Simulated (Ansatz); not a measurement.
hcp Zr, treated with PBEsol in Ansatz (PAW).

Run with plane-wave cutoff 500 eV, 30×30×14 k mesh (along the axes of the cell as run), Fermi–Dirac smearing 0.1 eV, scalar-relativistic PAW data made under PBE.

Computed at the level's own relaxed cell.

**Question.** What does this level give for the volume per atom, equilibrium lattice constant a and c axis length?

**Answer.** 
volume per atom: 22.47 Å³/atom
equilibrium lattice constant a: 3.183 Å
c axis length: 5.122 Å

Measured, for comparison: lattice constant a 3.232 Å, lattice parameter c 5.148 Å (293 K, not corrected to a static lattice; as tabulated in Wikipedia's data pages). Computed (rounded) less measured: lattice constant a -1.5 %, lattice parameter c -0.5 %. A static lattice is as a rule a little smaller and stiffer than an uncorrected measurement, which narrows the difference in the lattice constant a, lattice parameter c and would widen misses of the other sign.

The computed numbers hold no vibrational or temperature effects.

It cost very roughly 6 core-minutes of CPU time.

Ansatz is an electronic-structure program.
